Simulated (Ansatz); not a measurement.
A made-up structure of CH$_{5}$BS, singlet:

```xyz
8
angstrom
B -0.6651 0.5476 -0.5893
C 0.5399 0.1993 0.3181
S 0.6413 -1.4493 1.0603
H -1.4329 -0.2827 -0.9820
H -0.7993 1.6834 -0.9435
H 0.6368 0.9439 1.1154
H -1.0905 0.4096 0.4702
H -0.3418 -2.0139 0.3435
```

It is relaxed with PBE-D4/def2-SVP and then PBE0-D4/def2-TZVP (Ansatz 0.2.0). Atoms count as bonded within 1.22 times the sum of their covalent radii (H–H: 0.88 Å). The end point is not checked to be a true minimum.

Task: Does its bonding change? (A judgement: the text doesn't fix the answer.)

Result: Computed: Yes. Formed: C2–H7; broken: B1–H7.

Where it ends: The first stage lowers the energy by 1.81 eV in 15 steps. It ends as CH₅BS ([BH2][CH2][SH]):
B1  (-0.724, 0.495, -0.726)
C2  (-0.051, 0.255, 0.648)
S3  (0.435, -1.426, 1.114)
H4  (-1.118, -0.404, -1.411)
H5  (-0.894, 1.624, -1.085)
H6  (0.818, 0.911, 0.760)
H7  (-0.781, 0.644, 1.378)
H8  (-0.195, -2.063, 0.116)
(Å)

Labels in which every atom is bracketed show which atoms are joined, not bond orders.

For scale, one of the runs: PBE0-D4/def2-TZVP relaxation, 129 basis functions, launched by `ansatz run in.yaml --threads 2 --pin off --events-out ev --progress --plain --max-ram 4352MiB`. Hardware: 2 CPU threads of an Intel Xeon Platinum 8259CL, shared host. Wall time about 43 s.
